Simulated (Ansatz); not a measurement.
# triplet BSiH5: levels of theory compared

Aim: a comparison of 6 runs (UB3LYP/STO-3G, UBLYP/STO-3G, UHSE06/STO-3G, UPBE/STO-3G, UCCSD/STO-3G, UCCSD(T)/STO-3G) of triplet BSiH5. 

The results are computed with Ansatz 0.2.0.

47 further runs of the same task are left out: 47 set aside as unsound or not needed.

### 1 The molecule

The species is BSiH5 (7 atoms), meant as a triplet with charge 0. As SMILES of the parent species, `B[SiH3]`. The shape is that of a PBE0-D4/def2-TZVP optimisation. That shape belongs to the parent species and isn't relaxed for this state.

Bond lengths: B1–Si2 2.010 Å, B1–H3 1.196 Å, B1–H4 1.195 Å, Si2–H5 1.492 Å, Si2–H6 1.492 Å, Si2–H7 1.487 Å. Angles: B1–Si2–H5 108.8°, B1–Si2–H6 108.8°, B1–Si2–H7 115.1°, Si2–B1–H3 118.9°, Si2–B1–H4 123.6°, H5–Si2–H6 107.3°, H5–Si2–H7 108.3°, H6–Si2–H7 108.3°, H3–B1–H4 117.5°.

### 2 The energy at UB3LYP/STO-3G (run 1)

Input file input.yaml:

```yaml
crystal:
  periodic: [false, false, false]
  atoms:
    - {symbol: B, position_ang: [-0.043200, -1.189000, 0.204300]}
    - {symbol: Si, position_ang: [0.089100, 0.785300, -0.148500]}
    - {symbol: H, position_ang: [-1.126000, -1.690600, 0.290100]}
    - {symbol: H, position_ang: [0.906400, -1.902500, 0.335400]}
    - {symbol: H, position_ang: [-0.616000, 1.093400, -1.427200]}
    - {symbol: H, position_ang: [-0.623600, 1.516700, 0.939600]}
    - {symbol: H, position_ang: [1.474500, 1.318800, -0.239500]}
basis:
  gaussian: {orbitals: STO-3G}
magnetization: {spin_polarized: true, initial_magnetization: 2}
accuracy: high
hamiltonian: {xc: {name: B3LYP}}
```

Command:

```sh
ansatz run input.yaml --threads 1 --pin off --max-ram 2610MiB --events-out events.jsonl --progress --plain --runs-dir runs
```

The program printed:

```text
Warning: RAYON_NUM_THREADS=1 ignored (pool sized by the plan → 1); use --threads N
Functional definition: B3LYP
  name "B3LYP"
  parameter a0 = 0.2
  parameter ax = 0.72
  parameter ac = 0.81
  exchange = (1 - a0 - ax)*slater_x + ax*b88_x + a0*exact_x
  correlation = (1 - ac)*vwn_rpa_c + ac*lyp_c
334 factors; integrals over basis functions are off by at most 1.3e-8 eV
mean field evaluation 1: about -8528.6971 eV, gradient 1.2e1 eV
mean field evaluation 2: about -8529.2987 eV, gradient 8.5e0 eV
mean field evaluation 4: about -8529.9146 eV, gradient 1.8e-1 eV
mean field evaluation 8: about -8529.8509 eV, gradient 3.2e-3 eV
mean field evaluation 16: about -8529.8509 eV, gradient 2.1e-6 eV
mean field -8529.85094945 eV, -313.4662406516 hartree, gradient 7.9e-8 eV, S^2 2.002290; 2 other end points of the search recorded, 0 dependent functions left out
reference -8529.85097819 eV, -313.4662417080 hartree; 13, 11 occupied and 6, 8 virtual orbitals, 334 factors
Total energy: -8529.85097819 eV, -313.4662417080 hartree
```

Wall time 2.2 s (1 thread of Arm Neoverse V2, shared host); peak memory 0.14 GiB.

### 3 The energy at UBLYP/STO-3G (run 2)

Input file run.yaml:

```yaml
crystal:
  periodic: [false, false, false]
  atoms:
    - {symbol: B, position_ang: [-0.043200, -1.189000, 0.204300]}
    - {symbol: Si, position_ang: [0.089100, 0.785300, -0.148500]}
    - {symbol: H, position_ang: [-1.126000, -1.690600, 0.290100]}
    - {symbol: H, position_ang: [0.906400, -1.902500, 0.335400]}
    - {symbol: H, position_ang: [-0.616000, 1.093400, -1.427200]}
    - {symbol: H, position_ang: [-0.623600, 1.516700, 0.939600]}
    - {symbol: H, position_ang: [1.474500, 1.318800, -0.239500]}
basis:
  gaussian: {orbitals: STO-3G}
hamiltonian: {xc: {name: BLYP}}
magnetization: {spin_polarized: true, initial_magnetization: 2}
accuracy: high
```

Command:

```sh
ansatz run run.yaml --threads 1 --pin off --max-ram 2610MiB --events-out events.jsonl --progress --plain --runs-dir runs
```

The program printed:

```text
Warning: RAYON_NUM_THREADS=1 ignored (pool sized by the plan → 1); use --threads N
Functional definition: BLYP
  name "BLYP"
  parameter beta = 0.0042
  parameter a = 0.04918
  parameter b = 0.132
  parameter c = 0.2533
  parameter d = 0.349
  exchange = b88_x(beta = beta)
  correlation = lyp_c(a = a, b = b, c = c, d = d)
334 factors; integrals over basis functions are off by at most 1.3e-8 eV
mean field evaluation 1: about -8526.1866 eV, gradient 1.5e1 eV
mean field evaluation 2: about -8522.8877 eV, gradient 2.0e1 eV
mean field evaluation 4: about -8527.8870 eV, gradient 9.5e-1 eV
mean field evaluation 8: about -8527.8193 eV, gradient 3.4e-2 eV
mean field evaluation 16: about -8527.8193 eV, gradient 5.5e-6 eV
mean field -8527.81930928 eV, -313.3915792523 hartree, gradient 5.9e-9 eV, S^2 2.002206; 1 other end points of the search recorded, 0 dependent functions left out
reference -8527.81934847 eV, -313.3915806928 hartree; 13, 11 occupied and 6, 8 virtual orbitals, 334 factors
Total energy: -8527.81934847 eV, -313.3915806928 hartree
```

Run time: 1.9 s. Hardware: 1 thread of Arm Neoverse V2, shared host; peak memory 0.14 GiB.

Run 3 isn't shown in full; the table further down has it.

### 4 A single-point energy at UPBE/STO-3G (run 4)

Changes to run.yaml since step 3:

```diff
@@ -1 +1,4 @@
+basis:
+  gaussian:
+    orbitals: STO-3G
 crystal:
@@ -10,6 +13,7 @@
     - {symbol: H, position_ang: [1.474500, 1.318800, -0.239500]}
-basis:
-  gaussian: {orbitals: STO-3G}
-hamiltonian: {xc: {name: BLYP}}
-magnetization: {spin_polarized: true, initial_magnetization: 2}
+magnetization:
+  spin_polarized: true
+  initial_magnetization: 2
+hamiltonian:
+  xc: {name: PBE}
 accuracy: high
```

Command:

```sh
ansatz run run.yaml --threads 1 --pin off --max-ram 2610MiB --events-out events.jsonl --progress --plain --runs-dir runs
```

The program printed:

```text
Warning: RAYON_NUM_THREADS=1 ignored (pool sized by the plan → 1); use --threads N
Functional definition: PBE
  name "PBE"
  parameter kappa = 0.804
  parameter beta = 0.06672455060314922
  exchange = pbe_x(kappa = kappa, mu = beta*pi^2/3)
  correlation = pbe_c(beta = beta)
334 factors; integrals over basis functions are off by at most 1.3e-8 eV
mean field evaluation 1: about -8522.1167 eV, gradient 1.4e1 eV
mean field evaluation 2: about -8518.8725 eV, gradient 2.0e1 eV
mean field evaluation 4: about -8523.6633 eV, gradient 9.2e-1 eV
mean field evaluation 8: about -8523.5932 eV, gradient 3.0e-2 eV
mean field evaluation 16: about -8523.5932 eV, gradient 4.9e-6 eV
mean field -8523.59323870 eV, -313.2362740233 hartree, gradient 5.6e-9 eV, S^2 2.003019; 3 other end points of the search recorded, 0 dependent functions left out
reference -8523.59324071 eV, -313.2362740972 hartree; 13, 11 occupied and 6, 8 virtual orbitals, 334 factors
Total energy: -8523.59324071 eV, -313.2362740972 hartree
```

It took 2.1 s on 1 thread of Arm Neoverse V2, shared host; peak memory 0.14 GiB.

Run 5 isn't shown in full; the table further down has it.

### 5 A single-point energy at UCCSD(T)/STO-3G (run 6)

Input file run.yaml:

```yaml
crystal:
  periodic: [false, false, false]
  atoms:
    - symbol: B
      position_ang: [-0.043200, -1.189000, 0.204300]
    - symbol: Si
      position_ang: [0.089100, 0.785300, -0.148500]
    - symbol: H
      position_ang: [-1.126000, -1.690600, 0.290100]
    - symbol: H
      position_ang: [0.906400, -1.902500, 0.335400]
    - symbol: H
      position_ang: [-0.616000, 1.093400, -1.427200]
    - symbol: H
      position_ang: [-0.623600, 1.516700, 0.939600]
    - symbol: H
      position_ang: [1.474500, 1.318800, -0.239500]
basis:
  gaussian:
    orbitals: STO-3G
magnetization:
  spin_polarized: true
  initial_magnetization: 2
correlation:
  method: ccsd_t
  frozen_orbitals: {B: 1, H: 0, Si: 5}
accuracy: high
scf:
  omitted_lower_state_checks: [cluster_reference, increment]
```

Command:

```sh
ansatz run run.yaml --threads 1 --pin off --max-ram 2610MiB --events-out events.jsonl --progress --plain --runs-dir runs
```

The program printed:

```text
Warning: RAYON_NUM_THREADS=1 ignored (pool sized by the plan → 1); use --threads N
[... 11 lines left out ...]
6 core orbitals not correlated: weight in the atoms' cores, before any rotation towards them, 1.000 or more for the frozen orbitals, at most 0.000 for the correlated occupied ones
[... 27 lines left out ...]
Total energy: -8510.93023164 eV, -312.7709170971 hartree
Checks for a lower state left out: cluster_reference, increment
```

Run time: 0.2 s. Hardware: 1 thread of Arm Neoverse V2, shared host.

### 6 All runs side by side

```csv
run,level,frozen core orbitals,energy (Eh),⟨S²⟩,wall time
1,UB3LYP/STO-3G,–,-313.466242,2.002,2.2 s
2,UBLYP/STO-3G,–,-313.391581,2.002,1.9 s
3,UHSE06/STO-3G,–,-313.281676,2.003,2.6 s
4,UPBE/STO-3G,–,-313.236274,2.003,2.1 s
5,UCCSD/STO-3G,6,-312.770007,2.009,0.2 s
6,UCCSD(T)/STO-3G,6,-312.770917,2.009,0.2 s
```

### 7 Outcome

```
                                          quantity          value
                               run 6: total energy  -312.77092 Eh
run 6: correlation energy (6 core orbitals frozen)     -104.4 mEh
                             run 6: (T) correction      -0.91 mEh
          run 6: ⟨S²⟩ of the reference determinant          2.009
                              run 6: T1 diagnostic          0.010
```

What this shows: Totals of different functionals can't be ranked against each other. In runs 1, 2, 3, 4, 5, 6 the basis is minimal, so the values are rough. All runs together took 9.3 s, the longest 2.6 s.
